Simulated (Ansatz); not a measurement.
**One shape, several levels: NO (nitric oxide)**

Aim: a comparison of 6 runs (UHF/STO-3G, UBHLYP/def2-TZVPPD, UCAM-B3LYP/def2-TZVPPD, RPA@PBE/def2-TZVPPD, RPA@PBE0/def2-TZVPPD, UBCCD(T)/def2-TZVPPD) of NO (nitric oxide). 

The results are computed with Ansatz 0.2.0.

37 further runs of the same task are left out: 37 set aside as unsound or not needed.

## 1. The structure to begin with

NO has 2 atoms, charge 0, and is taken as a doublet. SMILES: `[N]=O`. The N1–O2 distance was set to 2.052 Å, away from the relaxed value.

Bond lengths: N1–O2 2.052 Å.

## 2. The energy at UHF/STO-3G (run 1)

Contents of input.yaml:

```yaml
crystal:
  periodic: [false, false, false]
  atoms:
    - {symbol: "N", position_ang: [-1.257450, 0.460292, -0.634393]}
    - {symbol: O, position_ang: [0.483620, -0.177030, 0.243990]}
basis:
  gaussian:
    orbitals: STO-3G
magnetization:
  spin_polarized: true
  initial_magnetization: 1
hamiltonian:
  xc: hf
accuracy: high
output:
  orbitals: {seedname: orbitals}
```

Run with:

```console
ansatz run input.yaml --threads 1 --pin off --max-ram 3480MiB --events-out events.jsonl --progress --plain --runs-dir runs
```

Output:

```text
Warning: RAYON_NUM_THREADS=1 ignored (pool sized by the plan → 1); use --threads N
Functional definition: HF
  name "HF"
  exchange = exact_x
  correlation = 0
149 factors; integrals over basis functions are off by at most 3.5e-8 eV
mean field evaluation 1: about -3438.2733 eV, gradient 4.2e1 eV
mean field evaluation 2: about -3438.2931 eV, gradient 4.2e1 eV
mean field evaluation 4: about -3428.0365 eV, gradient 4.0e1 eV
mean field evaluation 8: about -3460.5980 eV, gradient 8.6e0 eV
mean field evaluation 16: about -3463.8431 eV, gradient 3.8e0 eV
mean field evaluation 32: about -3470.0328 eV, gradient 7.2e-2 eV
mean field evaluation 64: about -3465.6654 eV, gradient 1.6e0 eV
mean field evaluation 96: about -3456.5755 eV, gradient 2.2e1 eV
mean field -3470.03286509 eV, -127.5213557195 hartree, gradient 2.1e-8 eV, S^2 2.647032; 5 other end points of the search recorded, 0 dependent functions left out
reference -3470.03286509 eV, -127.5213557195 hartree; 8, 7 occupied and 2, 3 virtual orbitals, 149 factors
Total energy: -3470.03286509 eV, -127.5213557195 hartree
```

Wall time 0.14 s (1 thread of Arm Neoverse V1, shared host).

## 3. A single-point energy at UBHLYP/def2-TZVPPD (run 2)

Contents of in.yaml:

```yaml
crystal:
  periodic: [false, false, false]
  atoms:
    - {symbol: "N", position_ang: [-1.257450, 0.460292, -0.634393]}
    - {symbol: O, position_ang: [0.483620, -0.177030, 0.243990]}
basis:
  gaussian: {orbitals: def2-TZVPPD.json}
magnetization: {spin_polarized: true, initial_magnetization: 1}
hamiltonian: {xc: {name: BHLYP}}
output: {orbitals: {seedname: orbitals}}
accuracy: high
```

The basis set def2-TZVPPD is read from a file made from the Basis Set Exchange's data (not shown).

Run with:

```console
ansatz run in.yaml --threads 1 --pin off --max-ram 3480MiB --events-out events.jsonl --progress --plain --runs-dir runs
```

Output:

```text
Warning: RAYON_NUM_THREADS=1 ignored (pool sized by the plan → 1); use --threads N
Functional definition: BHLYP
  name "BHLYP"
  parameter a = 0.5
  exchange = (1 - a)*b88_x + a*exact_x
  correlation = lyp_c
1034 factors; integrals over basis functions are off by at most 3.6e-9 eV
mean field evaluation 1: about -3507.3402 eV, gradient 5.7e1 eV
mean field evaluation 2: about -3305.3920 eV, gradient 1.5e2 eV
mean field evaluation 4: about -3524.2389 eV, gradient 4.6e0 eV
mean field evaluation 8: about -3524.5428 eV, gradient 2.1e0 eV
mean field evaluation 16: about -3528.7555 eV, gradient 2.3e-2 eV
mean field evaluation 32: about -3528.7553 eV, gradient 5.4e-3 eV
mean field -3528.75527973 eV, -129.6793646539 hartree, gradient 7.7e-9 eV, S^2 2.461341; 2 other end points of the search recorded, 0 dependent functions left out
reference -3528.75530113 eV, -129.6793654404 hartree; 8, 7 occupied and 69, 70 virtual orbitals, 1034 factors
Total energy: -3528.75530113 eV, -129.6793654404 hartree
```

Run time: 4.2 s. Hardware: 1 thread of Arm Neoverse V1, shared host; peak memory 0.17 GiB.

Runs 3 to 5 aren't shown in full; the table further down has their settings and results.

## 4. The energy at UBCCD(T)/def2-TZVPPD (run 6)

Contents of input.yaml:

```yaml
basis:
  gaussian: {orbitals: def2-TZVPPD.json}
crystal:
  periodic: [false, false, false]
  atoms:
    - {symbol: "N", position_ang: [-1.257450, 0.460292, -0.634393]}
    - {symbol: O, position_ang: [0.483620, -0.177030, 0.243990]}
accuracy: high
magnetization: {spin_polarized: true, initial_magnetization: 1}
correlation: {method: bccd_t, frozen_orbitals: {"N": 1, O: 1}}
scf: {omitted_lower_state_checks: [cluster_reference, increment]}
```

The basis set def2-TZVPPD is read from a file made from the Basis Set Exchange's data (not shown).

Run with:

```console
ansatz run input.yaml --threads 1 --pin off --max-ram 3480MiB --events-out events.jsonl --progress --plain --runs-dir runs
```

Output:

```text
Warning: RAYON_NUM_THREADS=1 ignored (pool sized by the plan → 1); use --threads N
[... 18 lines left out ...]
2 core orbitals not correlated: weight in the atoms' cores, before any rotation towards them, 1.000 or more for the frozen orbitals, at most 0.000 for the correlated occupied ones
[... 45 lines left out ...]
Total energy: -3524.06113714 eV, -129.5068580955 hartree
Checks for a lower state left out: cluster_reference, increment
```

Wall time 17 s (1 thread of Arm Neoverse V1, shared host); peak memory 0.64 GiB.

## 5. All runs side by side

```
run                   level  frozen core orbitals  energy (Eh)   ⟨S²⟩  wall time
  1              UHF/STO-3G                     –  -127.521356  2.647     0.14 s
  2      UBHLYP/def2-TZVPPD                     –  -129.679365  2.461      4.2 s
  3  UCAM-B3LYP/def2-TZVPPD                     –  -129.677308  2.328      4.8 s
  4     RPA@PBE/def2-TZVPPD                     2  -129.679061  1.982      9.9 s
  5    RPA@PBE0/def2-TZVPPD                     2  -129.638086  2.319        9 s
  6    UBCCD(T)/def2-TZVPPD                     2  -129.506858  2.636       17 s
```

## 6. Results

| quantity | value |
| --- | --- |
| run 6: total energy | -129.50686 Eh |
| run 6: correlation energy (2 core orbitals frozen) | -297.1 mEh |
| run 6: (T) correction | -10.64 mEh |
| run 6: ⟨S²⟩ of the reference determinant | 2.636 |

What this shows: Totals of different functionals can't be ranked against each other. In run 1 the basis is minimal, so the values are rough. Spin contamination of the reference: run 1 ⟨S²⟩ = 2.65, run 6 ⟨S²⟩ = 2.64, run 2 ⟨S²⟩ = 2.46, run 3 ⟨S²⟩ = 2.33, run 5 ⟨S²⟩ = 2.32, run 4 ⟨S²⟩ = 1.98. Where it is this large, the reference is a mixture of spin states, and values that rest on it are in doubt. All runs together took 46 s, the longest 17 s.
